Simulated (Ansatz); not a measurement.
## A relaxation, step by step

PN2H3 (SMILES N#N.P), closed shell, PBE0-D4/def2-TZVP (Ansatz 0.2.0). Settings:

```yaml
hamiltonian: {xc: pbe0, dispersion: d4}
relax: {f_tol: 0.005, max_steps: 200}
```

Start (the SMILES describes the start alone):

N1  (-0.234, 0.247, -2.198)
N2  (0.171, -0.281, -3.089)
P3  (0.359, -0.334, 0.972)
H4  (0.390, -0.384, 2.413)
H5  (-1.080, -0.354, 0.941)
H6  (0.394, 1.106, 0.960)
(Å)

```tsv
step	energy less the last (meV)	largest force component (eV/Å)
1	58.6	2.693
2	9.1	1.006
3	3.3	0.579
4 (rejected trial)	3.9	0.742
5	0.9	0.231
6	0.4	0.020
7	0.2	0.003
8 (rejected trial)	251.9	7.120
9 (rejected trial)	7.9	1.258
10 (rejected trial)	0.7	0.338
11	0.2	0.077
12	0.1	0.081
13	0.1	0.013
14	0.1	0.004
15	0.0	0.035
16	0.0	0.013
17	0.0	0.005
18	0.0	0.001
```

Step 2, positions (Å) and forces (eV/Å):

```csv
atom,x,y,z,Fx,Fy,Fz
N1,-0.286,0.301,-2.378,0.637,-0.806,-1.006
N2,0.200,-0.314,-3.148,-0.637,0.806,1.002
P3,0.358,-0.333,1.046,-0.133,0.131,0.127
H4,0.390,-0.384,2.472,-0.012,0.015,-0.149
H5,-1.067,-0.363,0.995,0.149,0.002,0.013
H6,0.405,1.092,1.013,-0.004,-0.149,0.012
```

Step 11, positions (Å) and forces (eV/Å):

```json
{"atom": "N1", "x": "-0.267", "y": "0.264", "z": "-2.365", "Fx": "0.042", "Fy": "-0.051", "Fz": "-0.077"}
{"atom": "N2", "x": "0.177", "y": "-0.273", "z": "-3.204", "Fx": "-0.042", "Fy": "0.051", "Fz": "0.077"}
{"atom": "P3", "x": "0.363", "y": "-0.341", "z": "1.073", "Fx": "-0.005", "Fy": "0.006", "Fz": "0.004"}
{"atom": "H4", "x": "0.367", "y": "-0.355", "z": "2.493", "Fx": "-0.001", "Fy": "0.001", "Fz": "-0.004"}
{"atom": "H5", "x": "-1.055", "y": "-0.370", "z": "0.997", "Fx": "0.006", "Fy": "0.000", "Fz": "0.000"}
{"atom": "H6", "x": "0.415", "y": "1.076", "z": "1.006", "Fx": "0.000", "Fy": "-0.007", "Fz": "0.000"}
```

Step 16, positions (Å) and forces (eV/Å):

| atom | x | y | z | Fx | Fy | Fz |
| --- | --- | --- | --- | --- | --- | --- |
| N1 | -0.262 | 0.237 | -2.338 | 0.006 | -0.007 | -0.012 |
| N2 | 0.162 | -0.232 | -3.225 | -0.006 | 0.007 | 0.013 |
| P3 | 0.371 | -0.357 | 1.092 | -0.002 | 0.004 | 0.007 |
| H4 | 0.340 | -0.320 | 2.512 | 0.001 | 0.000 | -0.007 |
| H5 | -1.044 | -0.383 | 0.982 | 0.001 | 0.000 | 0.000 |
| H6 | 0.432 | 1.056 | 0.976 | 0.000 | -0.004 | 0.000 |

Last step (18):

| atom | x (Å) | y (Å) | z (Å) |
| --- | --- | --- | --- |
| N1 | -0.2602 | 0.2369 | -2.3345 |
| N2 | 0.1615 | -0.2302 | -3.2238 |
| P3 | 0.3704 | -0.3591 | 1.0927 |
| H4 | 0.3400 | -0.3169 | 2.5116 |
| H5 | -1.0443 | -0.3843 | 0.9825 |
| H6 | 0.4327 | 1.0535 | 0.9714 |

The run took about 22 s on 2 CPU threads of an Arm Neoverse V1 (shared host).
